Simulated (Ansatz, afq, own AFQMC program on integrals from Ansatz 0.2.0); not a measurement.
Two steps: Ansatz 0.2.0 writes the Fock matrix and Cholesky factors of the valence space, and afq projects on them the lowest state that overlaps trial and start.

```yaml
crystal:
  periodic: [false, false, false]
  atoms:
    - {symbol: C, position_ang: [0.000000, 0.000000, 0.891000]}
    - {symbol: C, position_ang: [0.000000, 0.000000, -0.891000]}
    - {symbol: H, position_ang: [0.000000, 0.923180, 1.460486]}
    - {symbol: H, position_ang: [0.000000, -0.923180, 1.460486]}
    - {symbol: H, position_ang: [0.000000, 0.923180, -1.460486]}
    - {symbol: H, position_ang: [0.000000, -0.923180, -1.460486]}
basis:
  gaussian: {orbitals: 6-31G}
magnetization: {spin_polarized: false}
correlation: {method: ccsd_t, electrons: outside_noble_gas, hamiltonian_folder: ham}
```

```sh
$ ansatz run in.yaml --threads 1 --pin off --events-out ev --progress --plain --max-ram 1382MiB
```

Options of the walk:

```
--method phaseless --trial cisd --walkers 70 --populations 1 --least-time 40 --time-step 0.005 --steps-per-block 50 --equilibration-blocks 40 --max-blocks 300 --target-error 0.00084 --factor-cut 1e-05 --seed 6106 --release-times 0.24,0.51,0.99,1.62,2.4 --release-step 0.03 --release-every 4 --taylor-order 6
```

Times are imaginary, in 1/Eh. The walk had a cap of 491 s.

Log:

```
orbitals 24  electrons 6 6  factors 165 of 382
reference energy -77.86781280 Eh
CCSD correlation -0.24896998 Eh in 12 cycles, weight of the determinant in the CISD state 0.8199
energy of the start -78.116783 Eh
 block  time / (1/Eh)  mean weight  energy / Eh
     1     0.250  1.0009  -78.111495
     2     0.500  0.9999  -78.113798
     3     0.750  1.0001  -78.115029
     4     1.000  1.0003  -78.122146
     5     1.250  1.0002  -78.117753
     8     2.000  1.0016  -78.133804
    17     4.250  0.9991  -78.123402
    41    10.250  1.0004  -78.130868
    65    16.250  1.0009  -78.129304
    89    22.250  1.0005  -78.145716
   113    28.250  0.9994  -78.134964
   137    34.250  1.0004  -78.116720
   161    40.250  1.0007  -78.121128
   185    46.250  0.9992  -78.123962
   209    52.250  1.0022  -78.119070
   233    58.250  1.0010  -78.115465
   241    60.250  1.0021  -78.113516
   257    64.250  0.9996  -78.123202
   281    70.250  0.9995  -78.125693
   297    74.250  0.9999  -78.165841
   305    76.250  1.0012  -78.117711
   329    82.250  1.0004  -78.123489
   337    84.250  1.0005  -78.122504
blocks merged  error / Eh  count
     1  0.000707  300
     2  0.000871  150
     4  0.001103  75
     8  0.001334  37
    16  0.001478  18
    32  0.001705  9
released: time / (1/Eh)  energy / Eh  error  mean overlap
  0.24  -78.127978  0.001111  1.0019
  0.51  -78.127977  0.000949  1.0011
  0.99  -78.129146  0.000764  0.9976
  1.62  -78.130108  0.000838  0.9848
  2.40  -78.131121  0.000865  0.9645
energy -78.127518 +/- 0.001478 Eh
(rows thinned)
```

The run passed its tests (sampling time, drift between the halves within three errors, error under three times the target), which doesn't prove that it has relaxed.

Against this walk (error 40.2 meV) on the same determinant: CCSD(T) 13.2 meV lower (within the noise), CCSDT(Q) 42.6 meV lower (within the noise). The error is statistical and leaves out the bias of the constraint. None of these is a sure reference here. The released energies are still falling (meV from the phaseless value at times in 1/Eh: -13 ± 30 at 0.24, -12 ± 26 at 0.51, -44 ± 21 at 0.99, -70 ± 23 at 1.62, -98 ± 24 at 2.40), so they give no level.

Cautions: constraint bias not in the error; error above the target (40.2 against 22.9 meV); higher spins were not checked; restricted determinant unstable towards unrestricted (UHF 1.41 eV lower, ⟨S²⟩ 0.89); strong correlation (T1 0.017, weight of the determinant 0.82, largest double 0.31); the CCSD(T) amplitudes may be one of several solutions (largest double 0.31); the CCSDT(Q) amplitudes may be one of several solutions (largest double 0.34); the bias of populations of 70 walkers isn't removed.

The walk took 2.4 min on 1 thread of Intel(R) Xeon(R) Platinum 8259CL CPU @ 2.50GHz (Skylake/Cascade Lake), on a shared host. The log's last line is the phaseless energy.

CCSDT and higher add their correlation energy to the determinant of the CCSD(T) run, since their own runs factorise the integrals more tightly (a shift of under 2 meV). A walk keeps the symmetry of its determinant, which the program's search chose and which needn't be the lowest solution, so a lower state of the same spin and another symmetry isn't excluded.
